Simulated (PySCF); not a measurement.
C₄H₄N₂.
Numbering: `[CH2:1]=[N:2]/[CH:3]=[CH:4]/[C:5]#[N:6]` (hydrogens: H7, H8 on C1; H9 on C3; H10 on C4)

Cartesian coordinates in Å at the PBE0-D3(BJ)/def2-SVP level; atoms count from 1:
```xyz
10
C4H4N2 angstrom
C     -2.147   -0.178   -0.096
N     -1.059    0.449    0.109
C      0.098   -0.295    0.247
C      1.278    0.315    0.475
C      2.495   -0.404    0.627
N      3.496   -0.977    0.754
H     -3.081    0.388   -0.207
H     -2.209   -1.281   -0.170
H      0.047   -1.394    0.168
H      1.311    1.405    0.550
```

Theory: EOM-IP-CCSD/aug-cc-pVDZ in PySCF, restricted Hartree–Fock reference, 6 core orbitals frozen, non-relativistic, gas phase, PBE0-D3(BJ)/def2-SVP geometry.

Hartree–Fock orbital energies give these Koopmans values (eV): HOMO 9.91, HOMO-1 12.37, HOMO-2 12.67, HOMO-3 13.52, HOMO-4 15.02, HOMO-5 15.18, HOMO-6 16.32, HOMO-7 17.45.

Question: What vertical ionisation energies does EOM-IP-CCSD give?

Answer: 
| leading hole (HF orbital) | Koopmans (eV) | EOM-IP-CCSD (eV) | change (eV) | one-hole share |
| --- | --- | --- | --- | --- |
| HOMO | 9.91 | 10.06 | +0.15 | 0.96 |
| HOMO-1 | 12.37 | 10.66 | -1.71 | 0.94 |
| HOMO-2 | 12.67 | 12.40 | -0.27 | 0.95 |
| HOMO-5 | 15.18 | 12.83 | -2.35 | 0.92 |
| HOMO-3 | 13.52 | 13.13 | -0.39 | 0.93 |
| HOMO-4 | 15.02 | 14.23 | -0.79 | 0.93 |
| HOMO-6 | 16.32 | 14.93 | -1.39 | 0.94 |
| HOMO-7 | 17.45 | 15.59 | -1.86 | 0.94 |

Question: Does the order of the lines follow the orbital energies?

Answer: No: the HOMO-5 hole (12.83 eV) falls below the HOMO-3 hole (13.13 eV); the HOMO-5 hole (12.83 eV) falls below the HOMO-4 hole (14.23 eV). The corrections run from -2.35 to +0.15 eV, with a mean of -1.08 eV over the 8 lines; EOM-IP-CCSD lies above the Koopmans value for HOMO.

Question: At what kinetic energies would He II light (40.81 eV) eject these electrons?

Answer: 30.75 eV (HOMO), 30.15 eV (HOMO-1), 28.41 eV (HOMO-2), 27.98 eV (HOMO-5), 27.68 eV (HOMO-3), 26.58 eV (HOMO-4), 25.88 eV (HOMO-6), 25.22 eV (HOMO-7).

Question: What total energy has the lowest final state, and which wavelength reaches it?

Answer: E(CCSD) + ionisation energy = -263.57051 + 0.36981 = -263.20070 Eh, at the geometry of the initial state. The threshold wavelength is 1239.84 eV nm/10.06 eV = 123.2 nm.

One root was sought for each valence orbital with −ε under 21 eV, eight at most, so deeper holes and satellites are missing; no vibrational structure.

Hardware: one thread, x86-64 server, no GPU (shared host). Cost: 6.4 min.

One conformer stands for the species.
